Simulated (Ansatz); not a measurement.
System: oxosilicon, SiO, net charge 0, singlet state. SMILES: [O+]#[Si-]
Geometry from a B3LYP-D3(BJ)/def2-TZVP (Ansatz, a first-principles code) optimisation:
```xyz
2

Si     0.0000     0.0000    -0.5502
O      0.0000     0.0000     0.9629
```
Charge 0, spin multiplicity 1.

Wanted: vertical electron affinity (to the doublet state of charge -1; a negative value means that the extra electron is unbound and the number depends on the basis; each state is the SCF solution reached for its spin), in eV. Correlated levels leave the core frozen unless marked. Open shells are spin-unrestricted. No spin-orbit coupling. Non-relativistic. Anions need diffuse functions: aug- sets have them; def2-D sets add few. Basis-set limits of correlation are two-point, X^-3; Hartree-Fock from the larger set.

| level | program | vertical electron affinity (eV) |
|---|---|---|
| PBE/def2-TZVPD | Ansatz | -0.04 |
| r2SCAN/def2-TZVPD | Ansatz | 0.05 |
| wB97M-V/def2-TZVPD | Ansatz | -0.25 |
| wB97X/def2-TZVPD | Ansatz | ___ |
| CCSD/def2-SVPD | Ansatz | -0.50 |
| CCSD/aug-cc-pV(T+d)Z | Ansatz | ___ |
| CCSD/def2-TZVPPD | Ansatz | -0.20 |
| CCSD/def2-QZVPPD | Ansatz | ___ |
| CCSD(T)/CBS(aug-cc-pV(T+d)Z,aug-cc-pV(Q+d)Z) | Ansatz | ___ |

Q: What belongs in the gaps?

A: 
- wB97X/def2-TZVPD, vertical electron affinity (eV): -0.07
- CCSD/aug-cc-pV(T+d)Z, vertical electron affinity (eV): -0.02
- CCSD/def2-QZVPPD, vertical electron affinity (eV): -0.09
- CCSD(T)/CBS(aug-cc-pV(T+d)Z,aug-cc-pV(Q+d)Z), vertical electron affinity (eV): 0.04
